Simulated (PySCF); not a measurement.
Species: benzene, C6H6.
Cartesian coordinates in Å at the GFN2-xTB level; atoms count from 1:
```xyz
12
C6H6 angstrom
C      0.9553    1.0021   -0.0209
C      1.3456   -0.3263   -0.0146
C      0.3904   -1.3285    0.0033
C     -0.9551   -1.0023    0.0158
C     -1.3455    0.3261    0.0101
C     -0.3903    1.3283   -0.0076
H      1.7008    1.7840   -0.0353
H      2.3956   -0.5808   -0.0238
H      0.6951   -2.3652    0.0082
H     -1.7006   -1.7843    0.0298
H     -2.3954    0.5812    0.0202
H     -0.6946    2.3650   -0.0113
```

The closed-shell SCF was solved with PySCF and density fitting under several settings on one GFN2-xTB geometry (grid level 2 and gas phase unless stated).

```tsv
settings	basis functions	SCF cycles	E (Eh)	HOMO (eV)	LUMO (eV)	dipole (D)
PBE0/pcSseg-1	132	11	-231.9355	-7.36	-0.15	0.00
PBE0/def2-SVPD	168	11	-231.8082	-7.36	-0.20	0.00
LC-wPBE/pcSseg-1	132	10	-232.0463	-9.91	1.98	0.00
HSE06/3-21G	66	11	-230.7107	-6.79	-0.05	0.00
PBE0/pcseg-1, start guess vsap, level shift 0.3 Eh	114	11	-231.9175	-7.40	-0.19	0.00
HSE06/def2-TZVP, IEF-PCM methanol	222	13	-232.0699	-6.97	-0.59	0.00
```

Task: Estimate the row for these settings: HF/pcSseg-1, IEF-PCM tetrahydrofuran.

Result: 
```csv
settings,basis functions,SCF cycles,E (Eh),HOMO (eV),LUMO (eV),dipole (D)
"HF/pcSseg-1, IEF-PCM tetrahydrofuran",132,8,-230.6663,-9.29,3.49,0.00
```

Task: Over all rows, what range does the HOMO–LUMO gap span?

Result: From 6.38 eV (HSE06/def2-TZVP, IEF-PCM methanol) to 12.78 eV (HF/pcSseg-1, IEF-PCM tetrahydrofuran). The functional of the narrowest has 25 % exact exchange at short range alone, that of the widest 100 % exact exchange.

Task: Compare two rows with the functional PBE0: PBE0/pcSseg-1 and PBE0/def2-SVPD. Which energy is lower, and by how much?

Result: PBE0/pcSseg-1 (132 functions) lies 0.1273 Eh or 80 kcal/mol below PBE0/def2-SVPD (168 functions). The smaller set gives the lower energy; the two sets aren't nested, so the variational bound doesn't order them by size.

Cycle counts include a coarse-grid stage where the run had one. Geometry: GFN2-xTB; no vibrations or thermal averaging.
